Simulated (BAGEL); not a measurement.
**HF/3-21G (density fitting with qzvpp-jkfit) run of HNO3 (peroxynitrous acid)**

Aim: the vertical ionisation energy of HNO3 (peroxynitrous acid) at HF/3-21G (density fitting with qzvpp-jkfit), from 2 runs. 

The calculation is run with BAGEL 1.2.2.

**1. The structure to begin with**

HNO3 has 5 atoms, charge 0, and is taken as a singlet. SMILES: `O=NOO`. Geometry: relaxed at GFN2-xTB. This is one conformer, not always the lowest.

Bond lengths: O1–N2 1.201 Å, N2–O3 1.273 Å, O3–O4 1.436 Å, O4–H5 0.984 Å. Angles: O1–N2–O3 119.9°, N2–O3–O4 119.3°, O3–O4–H5 102.4°.

**2. The energy at HF/3-21G (density fitting with qzvpp-jkfit)**

Contents of job.json:

```json
{ "bagel" : [

{
  "title" : "molecule",
  "basis" : "3-21g",
  "df_basis" : "qzvpp-jkfit",
  "angstrom" : true,
  "geometry" : [
    { "atom" : "O", "xyz" : [       0.065910,      -0.913420,       1.047340 ] },
    { "atom" : "N", "xyz" : [      -0.887330,      -0.616080,       0.379900 ] },
    { "atom" : "O", "xyz" : [      -0.768700,       0.249290,      -0.545570 ] },
    { "atom" : "O", "xyz" : [       0.510450,       0.860430,      -0.776300 ] },
    { "atom" : "H", "xyz" : [       1.079670,       0.419780,      -0.105350 ] }
  ]
},

{ "title" : "hf" },

{ "title" : "print", "file" : "orbitals.molden", "orbitals" : true }

]}
```

Started as:

```bash
BAGEL_NUM_THREADS=1 BAGEL job.json > job.out
```

Log:

```text
* using 1 threads per process

  ===============================================================
  ===============================================================

  *** Geometry ***

  { "atom" : "O", "xyz" : [      0.124552,     -1.726114,      1.979186 ] },
  { "atom" : "N", "xyz" : [     -1.676811,     -1.164222,      0.717907 ] },
  { "atom" : "O", "xyz" : [     -1.452632,      0.471090,     -1.030978 ] },
  { "atom" : "O", "xyz" : [      0.964611,      1.625977,     -1.466994 ] },
  { "atom" : "H", "xyz" : [      2.040281,      0.793269,     -0.199083 ] },

  Number of auxiliary basis functions:      326

  Since a DF basis is specified, we compute 2- and 3-index integrals:
    o Being stored without compression. Storage requirement is 0.004 GB

  Number of basis functions:       38
  Number of electrons      :       32

    * METHOD: MOLECULE                             0.06

  *** RHF ***

  === Nuclear Repulsion ===
   123.3691381201

      * DIIS with orbital gradients will be used.

  === RHF iteration (3-21g) ===
      0       -277.66651020          0.03293115           0.01
      1       -277.71171534          0.03060955           0.01
      2       -277.79831962          0.00316910           0.01
      3       -277.80121444          0.00190479           0.01
      4       -277.80214411          0.00059030           0.01
      5       -277.80236774          0.00024444           0.01
      6       -277.80238854          0.00013812           0.01
      7       -277.80239410          0.00004870           0.01
      8       -277.80239494          0.00001682           0.01
      9       -277.80239502          0.00001107           0.01
     10       -277.80239504          0.00000293           0.01
     11       -277.80239505          0.00000115           0.01
     12       -277.80239505          0.00000043           0.01
     13       -277.80239505          0.00000021           0.01
     14       -277.80239505          0.00000010           0.01
     15       -277.80239505          0.00000005           0.01
     16       -277.80239505          0.00000002           0.01
     17       -277.80239505          0.00000001           0.01
    * SCF iteration converged.

    * Permanent dipole moment:
           (   -0.523317,     0.019302,    -0.187798) a.u.

    * METHOD: HF                                   0.24

    * METHOD: PRINT                                0.00

  ===============================================================
```

Wall time 0.46 s (1 thread of Arm Neoverse V2, shared host); peak memory 0.081 GiB.

**3. The doublet cation, same level**

Contents of input.json:

```json
{ "bagel" : [

{
  "title" : "molecule",
  "basis" : "3-21g",
  "df_basis" : "qzvpp-jkfit",
  "angstrom" : true,
  "geometry" : [
    { "atom" : "O", "xyz" : [       0.065910,      -0.913420,       1.047340 ] },
    { "atom" : "N", "xyz" : [      -0.887330,      -0.616080,       0.379900 ] },
    { "atom" : "O", "xyz" : [      -0.768700,       0.249290,      -0.545570 ] },
    { "atom" : "O", "xyz" : [       0.510450,       0.860430,      -0.776300 ] },
    { "atom" : "H", "xyz" : [       1.079670,       0.419780,      -0.105350 ] }
  ]
},

{
  "title" : "uhf",
  "charge" : 1,
  "nopen" : 1
},

{
  "title" : "print",
  "file" : "orbitals.molden",
  "orbitals" : true
}

]}
```

Started as:

```bash
BAGEL_NUM_THREADS=1 BAGEL input.json > input.out
```

Log:

```text
* using 1 threads per process

  ===============================================================
  ===============================================================

  *** Geometry ***

  { "atom" : "O", "xyz" : [      0.124552,     -1.726114,      1.979186 ] },
  { "atom" : "N", "xyz" : [     -1.676811,     -1.164222,      0.717907 ] },
  { "atom" : "O", "xyz" : [     -1.452632,      0.471090,     -1.030978 ] },
  { "atom" : "O", "xyz" : [      0.964611,      1.625977,     -1.466994 ] },
  { "atom" : "H", "xyz" : [      2.040281,      0.793269,     -0.199083 ] },

  Number of auxiliary basis functions:      326

  Since a DF basis is specified, we compute 2- and 3-index integrals:
    o Being stored without compression. Storage requirement is 0.004 GB

  Number of basis functions:       38
  Number of electrons      :       32

    * METHOD: MOLECULE                             0.06

  *** Open-shell HF ***

  === Nuclear Repulsion ===
   123.3691381201

      * DIIS with orbital gradients will be used.

  === UHF iteration (3-21g) ===
      0       -277.17506439          0.07456490           0.02
      1       -277.23713548          0.07577155           0.02
      2       -277.25201623          0.07283363           0.02
      3       -277.38018091          0.00624729           0.02
      4       -277.38334650          0.00356043           0.02
      5       -277.38590751          0.00246296           0.02
      6       -277.38753125          0.00208571           0.02
      7       -277.38865201          0.00173503           0.02
      8       -277.39110185          0.00080606           0.02
      9       -277.39144001          0.00052828           0.02
     10       -277.39160461          0.00031897           0.02
     11       -277.39165295          0.00027078           0.02
     12       -277.39171152          0.00010279           0.02
     13       -277.39173451          0.00004563           0.02
     14       -277.39174347          0.00004514           0.02
     15       -277.39174586          0.00003865           0.02
     16       -277.39174689          0.00003806           0.02
     17       -277.39175160          0.00003561           0.02
     18       -277.39176729          0.00002814           0.02
     19       -277.39177175          0.00002084           0.02
     20       -277.39177208          0.00001491           0.02
     21       -277.39177213          0.00000769           0.02
     22       -277.39177235          0.00000497           0.02
     23       -277.39177262          0.00000408           0.02
     24       -277.39177272          0.00000363           0.02
     25       -277.39177293          0.00000321           0.02
     26       -277.39177309          0.00000198           0.02
     27       -277.39177310          0.00000112           0.02
     28       -277.39177310          0.00000066           0.02
     29       -277.39177310          0.00000044           0.02
     30       -277.39177310          0.00000029           0.02
     31       -277.39177310          0.00000026           0.02
     32       -277.39177310          0.00000019           0.02
     33       -277.39177310          0.00000014           0.02
     34       -277.39177310          0.00000012           0.02
     35       -277.39177310          0.00000010           0.02
     36       -277.39177310          0.00000008           0.02
     37       -277.39177310          0.00000007           0.02
     38       -277.39177310          0.00000006           0.02
     39       -277.39177310          0.00000006           0.02
     40       -277.39177310          0.00000005           0.02
     41       -277.39177310          0.00000005           0.02
     42       -277.39177310          0.00000005           0.02
     43       -277.39177310          0.00000004           0.02
     44       -277.39177310          0.00000003           0.02
     45       -277.39177310          0.00000003           0.02
     46       -277.39177310          0.00000002           0.02
     47       -277.39177310          0.00000002           0.02
     48       -277.39177310          0.00000001           0.02
     49       -277.39177310          0.00000001           0.02
    * SCF iteration converged.

    * S^2 (UHF) is 0.8329

    * Permanent dipole moment:
           (   -0.604627,     0.465091,    -0.714820) a.u.

    * METHOD: UHF                                  1.11

    * METHOD: PRINT                                0.00

  ===============================================================
```

Run time: 1.3 s. Hardware: 1 thread of Arm Neoverse V2, shared host; peak memory 0.081 GiB.

**4. Outcome**

Level: HF/3-21G (density fitting with qzvpp-jkfit).

| quantity | value |
| --- | --- |
| singlet HNO3: total energy | -277.80240 Eh |
| singlet HNO3: dipole moment | 1.41 D |
| singlet HNO3: HOMO energy | -13.08 eV |
| singlet HNO3: LUMO energy | 2.31 eV |
| singlet HNO3: HOMO–LUMO gap | 15.38 eV |
| doublet cation: total energy | -277.39177 Eh |
| doublet cation: ⟨S²⟩ | 0.833 |
| vertical ionisation energy (to the doublet cation) | 11.174 eV |

What this shows: The vertical ionisation energy comes to 11.17 eV (1078 kJ/mol). −ε(HOMO) before ionisation, 13.08 eV, is 1.90 eV above this ionisation energy.
